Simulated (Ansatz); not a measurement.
# Disilane (Si₂H₆): a ladder of functionals and wavefunction methods

One table from this session's results is given with a row withheld; the runs are named, their logs left out.

The runs use Ansatz 0.2.0, Gaussian basis; functionals in def2-TZVPP, the program's frozen cores in correlated methods.

The runs, in order: LDA (SPW92), PBE-D4, revPBE-D4, BLYP-D4, r2SCAN-D4, B97M-V, PBE0-D4, B3LYP-D4, r2SCANh-D4, r2SCAN0-D4, HSE06-D4, BHLYP-D4, CAM-B3LYP-D4, LC-ωPBE, ωB97X-V, ωB97M-V, B2PLYP, PBE-QIDH; CCSD(T)/def2-SVP; CCSD(T)/def2-TZVPP; MP2/def2-QZVPP; extrapolation to the limit; RPA on PBE.

**The relaxed structure**

All runs share one geometry, relaxed beforehand with PBE0-D4 in a triple-zeta def2 set.

SMILES `[SiH3][SiH3]`, 8 atoms, charge 0, spin multiplicity 1.

Atoms are counted from 1 here; the program's logs count them from 0.

Bond lengths: Si1–Si2 2.339 Å, Si1–H3 1.488 Å, Si1–H4 1.488 Å, Si1–H5 1.488 Å, Si2–H6 1.488 Å, Si2–H7 1.488 Å, Si2–H8 1.488 Å. Angles: Si2–Si1–H3 110.3°, Si2–Si1–H4 110.3°, Si2–Si1–H5 110.3°, H3–Si1–H4 108.7°, H3–Si1–H5 108.7°, H4–Si1–H5 108.7°, Si1–Si2–H6 110.3°, Si1–Si2–H7 110.3°, Si1–Si2–H8 110.3°, H6–Si2–H7 108.7°, H6–Si2–H8 108.7°, H7–Si2–H8 108.7°.

Set-up of the first run:

Input file in.yaml:

```yaml
crystal:
  periodic: [false, false, false]
  atoms:
    - {symbol: Si, position_ang: [-0.340494, 0.490198, -1.004948]}
    - {symbol: Si, position_ang: [0.363520, -0.504446, 0.990999]}
    - {symbol: H, position_ang: [0.833867, 0.948192, -1.794945]}
    - {symbol: H, position_ang: [-1.112933, -0.483915, -1.821908]}
    - {symbol: H, position_ang: [-1.208011, 1.664091, -0.717949]}
    - {symbol: H, position_ang: [1.139019, 0.468588, 1.806340]}
    - {symbol: H, position_ang: [1.228114, -1.680486, 0.703963]}
    - {symbol: H, position_ang: [-0.810979, -0.959222, 1.782649]}
basis:
  gaussian: {orbitals: def2-TZVPP}
hamiltonian: {xc: lda}
output: {orbitals: {seedname: orbitals}}
```

Among the steps run: LDA; PBE-D4 (GGA); revPBE-D4 (GGA); BLYP-D4 (GGA); r2SCAN-D4 (meta-GGA); B97M-V (meta-GGA); PBE0-D4 (hybrid); B3LYP-D4 (hybrid); r2SCANh-D4 (hybrid); r2SCAN0-D4 (hybrid); HSE06-D4 (hybrid); BHLYP-D4 (hybrid); CAM-B3LYP-D4 (range-separated); LC-ωPBE-D4 (range-separated; the results give it without D4); ωB97X-V (range-separated); ωB97M-V (range-separated); B2PLYP (double hybrid); PBE-QIDH (double hybrid).

One of the session's tables, all rows but one given; the rest of the session is left out.

It belongs to the step «Frontier levels by functional». 

| functional | HOMO (eV) | LUMO (eV) | gap (eV) |
| --- | --- | --- | --- |
| LDA (SPW92) | -7.34 | -0.70 | 6.63 |
| PBE-D4 | -7.27 | -0.57 | 6.70 |
| revPBE-D4 | -7.24 | -0.50 | 6.74 |
| BLYP-D4 | -7.13 | -0.40 | 6.74 |
| r2SCAN-D4 | -7.53 | -0.29 | 7.25 |
| B97M-V | -7.67 | -0.57 | 7.10 |
| PBE0-D4 | -8.39 | 0.29 | 8.68 |
| B3LYP-D4 | ? | ? | ? |
| r2SCANh-D4 | -7.94 | 0.01 | 7.95 |
| r2SCAN0-D4 | -8.56 | 0.45 | 9.01 |
| HSE06-D4 | -7.99 | -0.09 | 7.91 |
| BHLYP-D4 | -9.41 | 1.25 | 10.66 |
| CAM-B3LYP-D4 | -9.68 | 1.39 | 11.07 |
| LC-ωPBE | -11.01 | 2.48 | 13.49 |
| ωB97X-V | -10.68 | 2.37 | 13.05 |
| ωB97M-V | -10.43 | 1.99 | 12.42 |

**Question.** Estimate the row for B3LYP-D4.

Worked estimate for «HOMO (eV)». Against the share of exact exchange, BLYP-D4 (0, -7.13), BHLYP-D4 (0.5, -9.41) give a slope of -4.56 per unit share; at 0.2 the line stands at -8.04.

As computed: HOMO (eV): -8.19; LUMO (eV): 0.12; gap (eV): 8.31. In «HOMO (eV)» the line misses by +0.15.
